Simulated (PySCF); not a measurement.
**How methods differ on the ionisation energy of B**

B [He] 2s2 2p1 (2P) → B+ [He] 2s2 (1S), as a difference of total energies. Calculation: PySCF 2.14, in def2-QZVPPD; no relativity, point nucleus. Correlated levels: valence and next inner shell: nothing frozen. The calculations carry no spin-orbit coupling.

```
                                method  ionisation energy (eV)  error (eV)
                                   UHF                   8.043      -0.254
    MP2 (valence and next inner shell)                   8.309      +0.012
SCS-MP2 (valence and next inner shell)                   8.273      -0.024
   CCSD (valence and next inner shell)                   8.224      -0.073
CCSD(T) (valence and next inner shell)                   8.260      -0.037
```

Reference: 8.297 eV (measured; NIST levels, between the centres of gravity of the two terms).

Errors of the correlated levels include the incompleteness of this basis.
